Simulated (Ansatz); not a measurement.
A made-up structure of C$_{2}$HO, doublet:

| atom | x (Å) | y (Å) | z (Å) |
| --- | --- | --- | --- |
| C1 | -0.3562 | 0.6474 | -0.1017 |
| C2 | 0.1258 | -0.4892 | 0.2643 |
| O3 | 0.4454 | -1.5066 | 0.7381 |
| H4 | 0.5485 | -1.1305 | -0.4662 |

It is relaxed with PBE-D4/def2-SVP and then PBE0-D4/def2-TZVP (Ansatz 0.2.0). Atoms count as bonded within 1.22 times the sum of their covalent radii (H–H: 0.88 Å). The end point is not checked to be a true minimum.

Problem. Does its bonding change? (Judge from chemistry; the calculation decides.)

Solution. By the calculation: Yes. Formed: C1–H4; broken: C2–H4.

Where it ends: The first stage lowers the energy by 5.17 eV in 15 steps. It ends as C₂HO ([CH][C][O]):
```xyz
4
angstrom
C 0.0335 -0.0681 -0.3685
C 0.1990 -0.8853 0.6130
O 0.2608 -1.4990 1.6035
H 0.2702 -0.0265 -1.4135
```

Labels in which every atom is bracketed show which atoms are joined, not bond orders.

For scale, one of the runs: PBE0-D4/def2-TZVP relaxation, 99 basis functions, launched by `ansatz run in.yaml --threads 2 --pin off --events-out ev --progress --plain --max-ram 4352MiB`. Hardware: 2 CPU threads of an Arm Neoverse V1, shared host. Wall time about 21 s.
